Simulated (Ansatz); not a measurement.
Correlation energies of C2H3NO (`C=CN=O`) by basis set

Cartesian coordinates in Å:
```
C 0.895 0.571 -0.150
C -0.071 -0.340 -0.108
N -1.272 0.028 0.554
O -2.109 -0.838 0.560
H 1.845 0.379 -0.633
H 0.733 1.539 0.312
H -0.022 -1.339 -0.534
```

The species carries charge 0 and has multiplicity 1. All single points use the PBE0-D4/def2-TZVP geometry. It is one conformer, not always the lowest. Frozen core, restricted reference, the Gaussian-basis code of Ansatz. CBS rows extrapolate triple and quadruple zeta; past MP2 they add the triple-zeta difference.

| basis | HF (Eh) | MP2 corr. |
| --- | --- | --- |
| def2-SVP | -206.51424 | -0.60329 |
| def2-TZVPP | -206.76244 | -0.74355 |
| def2-QZVPP | -206.77183 | -0.79622 |

Problem. Estimate the CCSD correlation energy and the (T) correction in each basis where they were run (hartree).

Solution. 
| basis | CCSD corr. | (T) |
| --- | --- | --- |
| def2-SVP | -0.63160 | -0.02412 |
| def2-TZVPP | -0.76157 | -0.03693 |
| CBS(def2) | -0.85324 | as TZ |
